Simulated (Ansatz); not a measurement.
Predict the output of the script below (Ansatz's Python interface).

Script `alo_scan.py`:
```python
# -*- coding: utf-8 -*-
"""Potential curve of AlO along one bond."""

import ansatz as az
from ase.data import atomic_masses, atomic_numbers
import numpy as np


def main():
    geometry_ang = [
        ("O", (0.8193, 0.0, 0.0)),
        ("Al", (-0.8193, 0.0, 0.0)),
    ]
    system = az.Crystal.molecule()
    for symbol, xyz in geometry_ang:
        system = system.atom(symbol, xyz)

    symbols = [site.symbol for site in system.cartesian_sites]
    start = np.array([site.position_ang for site in system.cartesian_sites])
    axis = (start[1] - start[0]) / np.linalg.norm(start[1] - start[0])
    moving = [1]
    lengths, energies = [1.442, 1.508, 1.573, 1.639, 1.704, 1.77, 1.835, 1.934], []
    for length in lengths:
        xyz = start.copy()
        xyz[moving] += (length - np.linalg.norm(start[1] - start[0])) * axis
        point = az.Crystal.molecule()
        for symbol, place in zip(symbols, xyz):
            point = point.atom(symbol, place.tolist())
        base = point.calculation()
        base = base.basis(gaussian="6-31G*")
        base = base.functional("cam_b3lyp")
        base = base.spin("collinear", total=1).accuracy("medium")
        base = base.scf(lower_state_search="off")
        r = base.run().report
        energies.append(r["free_energy_ev"])
        print(f"r = {length:6.3f} A  E = {energies[-1]:.5f} eV  <S^2> = {abs(r['mean_field']['state']['spin_squared']):.3f}")

    # quartic fit about the minimum
    fit = np.polynomial.Polynomial.fit(lengths, np.array(energies) - min(energies), 4).convert()
    roots = [r.real for r in fit.deriv().roots() if abs(r.imag) < 1e-9 and fit.deriv(2)(r.real) > 0]
    r_e = min(roots, key=lambda r: abs(r - lengths[int(np.argmin(energies))]))
    print(f"minimum of the fit at {r_e:.4f} A, force constant {fit.deriv(2)(r_e):.2f} eV/A^2")
    m1, m2 = (atomic_masses[atomic_numbers[s]] for s in symbols)
    mu = m1 * m2 / (m1 + m2)
    print(f"harmonic wavenumber {521.4709 * np.sqrt(fit.deriv(2)(r_e) / mu):.0f} 1/cm, rotational constant {16.857629 / (mu * r_e ** 2):.4f} 1/cm")


if __name__ == "__main__":
    main()
```

`python alo_scan.py` gives:
```text
r =  1.442 A  E = -8640.51815 eV  <S^2> = 0.755
r =  1.508 A  E = -8641.07839 eV  <S^2> = 0.757
r =  1.573 A  E = -8641.33724 eV  <S^2> = 0.759
r =  1.639 A  E = -8641.39312 eV  <S^2> = 0.762
r =  1.704 A  E = -8641.31109 eV  <S^2> = 0.765
r =  1.770 A  E = -8641.13878 eV  <S^2> = 0.768
r =  1.835 A  E = -8640.91587 eV  <S^2> = 0.771
r =  1.934 A  E = -8640.52380 eV  <S^2> = 0.773
minimum of the fit at 1.6276 A, force constant 34.62 eV/A^2
harmonic wavenumber 968 1/cm, rotational constant 0.6336 1/cm
```

The lowest point is at 1.639 Å. At the shortest distance (1.44 Å) the energy is 0.87 eV higher, at the longest (1.93 Å) 0.87 eV.

Notes:
- The settings weren't tested for convergence.
- The basis set is modest, and single-reference methods fail as a bond breaks.
- The run takes the species as open-shell (spin multiplicity 2), which needn't be its ground state.
- The spin state was assumed, and another may lie lower.
- Wall time of the script: 4.8 s on 1 thread of Arm Neoverse V2, with other jobs on the host, peak memory 0.14 GiB.
